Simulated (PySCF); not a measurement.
# Adding and removing an electron: PH

PBE0; PySCF, no relativity, basis sets P 6-31G(d,p), H 6-31G(d,p). Neutral (UKS): triplet (π ↑↑), Re = 1.432 Å, ωe = 2389 cm⁻¹, De = 3.15 eV, HOMO -7.34 eV, LUMO -2.76 eV.

PH⁺ (UKS): doublet (π ↑), Re = 1.434 Å, ωe = 2422 cm⁻¹, De = 3.40 eV to P⁺ + H. The energies at the minima are -341.72654 hartree for PH and -341.34856 for PH⁺.

Q: Work out the adiabatic ionisation energy, without and with harmonic zero-point energies (1 hartree = 27.2114 eV, 1 eV = 8065.5 cm⁻¹), and the change of the bond length.

A: At PBE0: 0.37798 hartree = 10.285 eV between the minima; the zero-point term (2422.0 − 2389.0)/2 cm⁻¹ = +0.002 eV makes it 10.287 eV. Re changes by +0.2 pm against the neutral. The electron leaves a π orbital, which is non-bonding in a hydride.

For an ion De counts to the pair picked by the measured ionisation energies or electron affinities, which need not be the lowest pair at this level. States were picked by a PBE0 search and need not be the measured ground states.
